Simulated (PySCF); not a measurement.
**Excitation energies in several basis sets**

Compound: C3H5Cl.
SMILES: `C=CCCl`

TDDFT with PBE0 (PySCF), vertical singlets, core orbitals frozen in the response, spherical d and f functions. The structure is a single PBE0-D3(BJ)/def2-SVP conformer in the gas phase; no vibrational or solvent corrections.

Q: How do the low singlets change with the basis? Take 6-31G*, def2-SVP, 6-31+G*, def2-SVPD, aug-cc-pVDZ, def2-TZVP and def2-TZVPD.

A: 

| basis | functions | diffuse | S1 (eV) | S2 (eV) | S3 (eV) | S4 (eV) | S5 (eV) | LUMO (eV) | α (au) |
| --- | --- | --- | --- | --- | --- | --- | --- | --- | --- |
| 6-31G* | 70 | no | 6.76 | 6.80 | 7.34 | 8.24 | 8.33 | -0.10 | 40.8 |
| def2-SVP | 85 | no | 6.60 | 6.68 | 7.48 | 8.16 | 8.25 | -0.21 | 41.6 |
| 6-31+G* | 86 | yes | 6.55 | 6.57 | 6.97 | 7.28 | 7.62 | -0.53 | 48.4 |
| def2-SVPD | 127 | yes | 6.54 | 6.58 | 7.08 | 7.55 | 7.81 | -0.57 | 53.6 |
| aug-cc-pVDZ | 141 | yes | 6.50 | 6.51 | 6.78 | 7.11 | 7.29 | -0.58 | 54.4 |
| def2-TZVP | 160 | no | 6.55 | 6.60 | 7.17 | 7.81 | 7.97 | -0.45 | 49.4 |
| def2-TZVPD | 202 | yes | 6.48 | 6.50 | 6.93 | 7.24 | 7.53 | -0.57 | 54.9 |

States are compared by their number. Against the largest diffuse basis here (def2-TZVPD, itself not a converged limit), sets without diffuse functions differ by up to 0.27 eV in S1 and 0.80 eV in S5; the smaller diffuse sets differ by up to 0.07 and 0.28 eV. State by state, the largest deviation of a set without diffuse functions is S1 0.27, S2 0.30, S3 0.55, S4 0.99, S5 0.80 eV. The same number needn't mean the same state in each row. Against def2-TZVPD the polarisability deviates by -26% in 6-31G*, -24% in def2-SVP, -12% in 6-31+G*, -2% in def2-SVPD, -1% in aug-cc-pVDZ, -10% in def2-TZVP. A single + in a Pople set puts diffuse functions on heavy atoms only.
